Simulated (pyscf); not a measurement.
Thermochemistry of product channels of chloromethane (H₃C–Cl) + F atom (F•) on the doublet surface, in eV, from ωB97M-D3(BJ)/def2-TZVP energies (ideal gas, 1 atm, RRHO with modes under 100 cm⁻¹ raised to 100, one conformer, R ln 2 for rigid chiral ones). PySCF, gas phase, ωB97X-D3(BJ)/def2-SVP geometries.

```tsv
products	ΔE	ΔH(298 K)	ΔG(600 K)	ΔG(1200 K)
•H₂C–Cl + hydrogen fluoride (HF)	[?]	-1.46	-1.70	-1.98
methylene (CH₂) [triplet] + Cl atom (Cl•) + hydrogen fluoride (HF)	+2.93	+2.71	+1.80	+0.83
F–CH•–Cl + hydrogen (H₂)	-0.40	-0.65	-0.78	-0.97
```

Fill in the missing entries.


- •H₂C–Cl + hydrogen fluoride (HF), ΔE: -1.34

These are energies of the channels, which say nothing of barriers. Left out: orbital degeneracy and the spin-orbit lowering of Cl, F.
